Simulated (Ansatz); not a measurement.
# Ti$_{8}$O$_{13}$ (R-3)

Method: DFT r2SCAN, scalar-relativistic, plane waves, PAW in Ansatz 0.2.0.

Settings: cutoff 500 eV, Γ-centred mesh 6×6×6 on the computed 21-atom cell, Gaussian smearing of 0.02 eV; no spin polarisation.

The structure is relaxed at this level of theory with its symmetry kept. Whether it is the stable form of this composition wasn't checked.

It takes space group R-3 (No. 148, trigonal). The conventional cell has a = 7.726 Å, b = 7.726 Å, c = 13.968 Å, α = 90.00°, β = 90.00°, γ = 120.00°. Around Ti (site symmetry 1) lie 6 O at 1.95 to 2.09 Å. Ti (site symmetry 3) is surrounded by 6 O at 1.86 to 2.12 Å. O (site symmetry -3) is surrounded by 6 Ti at 2.06 Å. O (site symmetry 1) has 3 Ti at 1.86 to 2.04 Å as nearest neighbours. O (site symmetry 1) is surrounded by 4 Ti at 2.01 to 2.12 Å.

```
Volume per atom                                                                                                                             : 11.46 Å³
Formation energy from the elements' standard states (uncorrected)                                                                           : -3.193 eV/atom
Generalised Kohn–Sham band gap                                                                                                              : 0.20 eV, indirect from T to F
Löwdin character of the top 1 eV of the valence band                                                                                        : Ti 3d 84 %, O 2p 14 %
Löwdin character of the lowest 1 eV of the conduction band                                                                                  : Ti 3d 90 %, O 2p 9 %
Electron masses at the edge by Cartesian direction of the standard setting (m_e; degenerate bands sorted by energy; no spin-orbit coupling) : x: 1.2; y: 0.41; z: 0.57
Hole masses at the edge by Cartesian direction of the standard setting (m_e; degenerate bands sorted by energy; no spin-orbit coupling)     : x: 0.56; y: 0.56; z: 0.44
Bulk modulus                                                                                                                                : 178 GPa
Its pressure derivative                                                                                                                     : 3.9
```

A ferromagnetic start lost its moments in a first run, so spin was left out; other magnetic orders weren't tried.

Cost: 9 runs of about 93 core-minutes in all, on Oxide Virtual Turin-like Processor (Zen 5) (shared hosts).